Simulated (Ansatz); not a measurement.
HF ··· H2O2

The pair of HF (SMILES F, atoms 1–2) and H2O2 (SMILES OO, atoms 3–6), both closed shells, in one local arrangement (a lower one may exist), relaxed at PBE0-D4/def2-TZVP:

```tsv
atom	x (Å)	y (Å)	z (Å)
F1	-0.3497	-0.0695	-2.2550
H2	-0.2712	0.0455	-1.3288
O3	-0.3067	0.2905	0.3782
O4	0.7690	-0.4323	0.9658
H5	-1.0735	-0.1102	0.8082
H6	1.2322	0.2760	1.4316
```

Ansatz 0.2.0; basis: def2-TZVPPD, with def2-QZVPPD for the basis limit; cores frozen in the correlated methods. B3LYP uses VWN-RPA correlation. Extrapolation: Hartree–Fock as exp(−7.88 √X), correlation as X^−2.97. Interaction energies count from these two fragments, frozen as in the pair, with the counterpoise correction; negative means bound.

Task: What is the interaction energy by CCSD(T) at an estimated basis limit (MP2 extrapolated from triple and quadruple zeta, plus CCSD(T) − MP2 in triple zeta)? (Judge from chemistry; the value comes from the calculation.)

Result: Computed: -29.9 kJ/mol. Hartree–Fock alone gives -23.8 kJ/mol at the basis limit. It counts from the two fragments frozen as in the pair.

The same quantity by other methods in triple zeta, and each one's difference from that estimate:
```csv
method,E_int (kJ/mol),difference
PBE-D4,-32.8,-2.9
revPBE-D4,-28.0,2.0
BLYP-D4,-30.1,-0.2
r2SCAN-D4,-33.0,-3.1
B97M-V,-31.0,-1.0
PBE0-D4,-32.7,-2.7
B3LYP-D4,-31.7,-1.7
HSE06-D4,-32.6,-2.6
wB97X-V,-30.9,-1.0
wB97M-V,-30.6,-0.7
B2PLYP,-29.4,0.5
HF,-23.8,6.2
MP2,-28.1,1.9
CCSD,-26.8,3.1
CCSD(T),-27.9,2.0
```
Differences are method less estimate.

Task: Which atoms make the shortest contact between the fragments?

Result: H2 and O3, 1.72 Å apart.

Basis-set superposition shift (counterpoise-corrected less uncorrected): CCSD(T) 3.0; MP2 2.9; HF 0.3; PBE0-D4 0.3; wB97M-V 0.3 kJ/mol.

The T1 diagnostic stays at or below 0.013.

For scale, one of the runs: CCSD(T)/def2-TZVPPD, 171 basis functions, launched by `ansatz run in.yaml --threads 2 --pin off --events-out ev --progress --plain --max-ram 5222MiB`. Time: 37 s of wall clock on 2 CPU threads of an Arm Neoverse V1; the host was shared. Peak host memory: 1.6 GiB.
